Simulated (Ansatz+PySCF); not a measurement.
## doublet SiH₃: levels of theory in one basis

```xyz
4

Si   -0.0207   -0.0409    0.0595
H     1.4529   -0.0411   -0.3698
H    -0.7381    1.2618   -0.3387
H    -0.6996   -1.2138   -0.4150
```

Basis set: def2-SVP (spherical functions). Frozen core: 5 orbitals. Correlation on ROHF uses semicanonical orbitals with singles. Charge 0, multiplicity 2.

Computed with Ansatz (development build ahead of 0.2.0); each method stands on the lowest determinant of its kind that the runs found. NEVPT2 correlates all electrons. Active spaces start from the frontier orbitals, and the lowest solution found is given.

```csv
method,E − E(ROHF) (eV),<S²> of the determinant
ROHF,0.00,0.75
UHF,-0.04,0.75
ROHF-MP2,-2.58,–
UHF-MP2,-2.59,0.75
ROHF-CCSD,-3.29,–
UHF-CCSD,-3.29,0.75
ROHF-CCSD(T),-3.35,–
"SC-NEVPT2(7,7)",-2.92,–
```

Question: What does CASSCF(7,7) give on the same scale?

Answer: -1.20 eV.

Question: Is a single determinant a sound starting point here?

Answer: By this sign, yes. Unrestricted orbitals gain 0.04 eV and <S²> is 0.75 against 0.75 for a pure state. The CASSCF(7,7) natural occupations are 1.99, 1.98, 1.97, 1.00, 0.03, 0.02, 0.02.
